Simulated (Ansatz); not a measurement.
Ansatz (an electronic-structure program) input (CCSD(T)/cc-pV(Q+d)Z): A basis named .json is the Basis Set Exchange file of that set (core-valence sets with the plain set on hydrogen).

Ansatz 0.2 input:
```yaml
crystal:
  periodic: [false, false, false]
  atoms:
    - {symbol: C, position_ang: [-0.00000000, -0.00000000, -1.08079300]}
    - {symbol: S, position_ang: [0.00000000, 0.00000000, 0.40529737]}
basis:
  gaussian:
    orbitals: cc-pV_Q+d_Z.json
total_charge: 1
magnetization: {spin_polarized: true, initial_magnetization: 1}
correlation: {method: ccsd_t, electrons: outside_noble_gas}
```

Output:

```
Functional definition: HF
integrals: 0.29 GiB planned
721 factors; integrals over basis functions are off by at most 1.1e-3 eV
mean field: 0.31 GiB planned
mean field evaluation 1: about -11834.9113 eV, gradient 1.3e1 eV
mean field evaluation 2: about -11835.0842 eV, gradient 1.2e1 eV
mean field evaluation 4: about -11836.1767 eV, gradient 2.4e0 eV
mean field evaluation 8: about -11836.4790 eV, gradient 1.3e0 eV
mean field evaluation 16: about -11836.9234 eV, gradient 1.2e-6 eV
mean field evaluation 32: about -11836.9234 eV, gradient 1.2e-6 eV
mean field evaluation 64: about -11835.9900 eV, gradient 1.6e0 eV
mean field evaluation 96: about -11835.0376 eV, gradient 1.0e-2 eV
mean field evaluation 128: about -11835.0376 eV, gradient 3.1e-5 eV
mean field evaluation 160: about -11835.0376 eV, gradient 4.4e-5 eV
mean field evaluation 192: about -11803.4673 eV, gradient 3.4e1 eV
mean field evaluation 224: about -11833.3993 eV, gradient 1.3e1 eV
mean field evaluation 256: about -11819.1201 eV, gradient 1.5e1 eV
mean field evaluation 288: about -11819.5483 eV, gradient 2.6e-1 eV
mean field evaluation 320: about -11832.5076 eV, gradient 3.9e-1 eV
mean field evaluation 352: about -11835.0376 eV, gradient 8.6e-4 eV
mean field evaluation 384: about -11836.0291 eV, gradient 1.4e0 eV
mean field evaluation 416: about -11829.7017 eV, gradient 1.3e0 eV
mean field -11836.92338263 eV, -434.9989109570 hartree, gradient 1.6e-6 eV, S^2 1.459357; 7 other end points of the search recorded, 0 dependent functions left out
determinant -11836.92338263 eV, -434.9989109570 hartree, with singles and doubles -11844.73289324 eV, -435.2859051784 hartree
determinant -11835.03757638 eV, -434.9296088552 hartree, with singles and doubles -11843.01829671 eV, -435.2228949180 hartree
6 core orbitals not correlated
reference -11836.92338263 eV, -434.9989109570 hartree; 5, 4 occupied and 108, 109 virtual orbitals, 721 factors
second order -6.49912079 eV of doubles, -0.00000000 eV of singles
coupled cluster: 0.68 GiB planned
cycle   1  -7.69656178 eV  change   -6.8e-1 eV  update   2.9e-2
cycle   2  -7.73551905 eV  change   -3.9e-2 eV  update   9.0e-3
cycle   3  -7.74813797 eV  change   -1.3e-2 eV  update   5.2e-3
cycle   4  -7.76649442 eV  change   -1.8e-2 eV  update   3.0e-3
cycle   5  -7.77798428 eV  change   -1.1e-2 eV  update   1.6e-3
cycle   6  -7.78159082 eV  change   -3.6e-3 eV  update   6.0e-4
cycle   7  -7.78251403 eV  change   -9.2e-4 eV  update   2.4e-4
cycle   8  -7.78295981 eV  change   -4.5e-4 eV  update   1.2e-4
cycle   9  -7.78292091 eV  change    3.9e-5 eV  update   6.3e-5
cycle  10  -7.78290278 eV  change    1.8e-5 eV  update   3.0e-5
cycle  11  -7.78290747 eV  change   -4.7e-6 eV  update   9.6e-6
coupled cluster: 0.69 GiB planned
perturbative correction -0.52981224 eV, -0.0194702406 hartree
Total energy: -11845.23610234 eV, -435.3043977717 hartree
```

The determinant is spin-contaminated: <S^2> is 1.46.
